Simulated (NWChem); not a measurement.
hydrogen sulfide (H2S); SMILES S

Program: NWChem. Structure relaxed at the PBE-D3(BJ)/def2-SVP level. B3LYP is NWChem's, with the RPA form of VWN correlation. Vertical excitations in the gas phase; the lowest state need not have the same character in each row.

For level B3LYP/def2-SVP, TDA:

```yaml
lowest excitation, singlet (eV): 6.18
lowest state with f > 0.02, singlet (eV): 9.88
orbital gap (eV): 7.73
```

Question: Estimate the same quantities for level Hartree-Fock/def2-SVP, CIS.

Answer: 
| Item | Result |
|---|---|
| lowest excitation, singlet (eV) | 6.62 |
| lowest state with f > 0.02, singlet (eV) | 11.04 |
| orbital gap (eV) | 14.88 |
